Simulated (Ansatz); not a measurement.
Geometry optimisation, RKS CAM-B3LYP/STO-3G in Ansatz.

input.yaml

```yaml
crystal:
  periodic: [false, false, false]
  atoms:
    - { symbol: C, position_ang: [0.0045, -1.4755, 0.965] }
    - { symbol: C, position_ang: [0.4431, -0.4049, 0.2497] }
    - { symbol: O, position_ang: [1.6079, 0.2005, 0.5766] }
    - { symbol: C, position_ang: [-0.1472, 0.1774, -0.9712] }
    - { symbol: C, position_ang: [-0.7994, 1.5061, -0.6367] }
    - { symbol: O, position_ang: [-2.002, 1.7863, -0.6765] }
    - { symbol: H, position_ang: [-0.9558, -1.8994, 0.6774] }
    - { symbol: H, position_ang: [0.4986, -1.8151, 1.8187] }
    - { symbol: H, position_ang: [2.0169, -0.2413, 1.4081] }
    - { symbol: H, position_ang: [0.5, 0.2957, -1.7594] }
    - { symbol: H, position_ang: [-1.0366, -0.482, -1.3076] }
    - { symbol: H, position_ang: [-0.0531, 2.2972, -0.31] }
basis:
  gaussian: { orbitals: STO-3G }
hamiltonian:
  xc: cam_b3lyp
relax:
  f_tol: 0.015
  max_steps: 40
```

Command:

```bash
$ ansatz run input.yaml --threads 1 --pin off --max-ram 2048MiB --backend cpu --events-out ev --progress --plain --runs-dir out
```

Where does it end, and by what steps?

It converged. Limits of this set-up: minimal basis. After 16 steps the energy has fallen by 0.626 eV; O6 moved furthest, 0.24 Å.

```
step  energy less start (eV)  largest force component (eV/Å)  accepted
   0                  0.0000                           5.831       yes
   1                 -0.5653                           1.237       yes
   2                 -0.5748                           0.942       yes
   3                 -0.6177                           0.279       yes
   4                 -0.6232                           0.178       yes
   5                 -0.6242                           0.097       yes
   6                 -0.6251                           0.050       yes
   7                 -0.6254                           0.057       yes
   8                 -0.6259                           0.049       yes
   9                 -0.6261                           0.088       yes
  10                 -0.6261                           0.077        no
  11                 -0.6263                           0.054       yes
  12                 -0.6263                           0.054       yes
  13                 -0.6263                           0.029       yes
  14                 -0.6264                           0.016       yes
  15                 -0.6264                           0.024       yes
  16                 -0.6265                           0.006       yes
```

```xyz
12
Properties=species:S:1:pos:R:3
C 0.016 -1.508 0.960
C 0.452 -0.443 0.274
O 1.610 0.297 0.580
C -0.258 0.152 -0.952
C -0.792 1.587 -0.641
O -1.962 1.957 -0.841
H -0.893 -2.031 0.670
H 0.556 -1.888 1.829
H 1.977 -0.172 1.408
H 0.465 0.231 -1.782
H -1.088 -0.496 -1.263
H -0.006 2.260 -0.209
```

The run took 44 s on 1 thread of AMD EPYC 7R43 64-Core Processor (Zen 3) (shared host), peak memory 0.14 GiB.
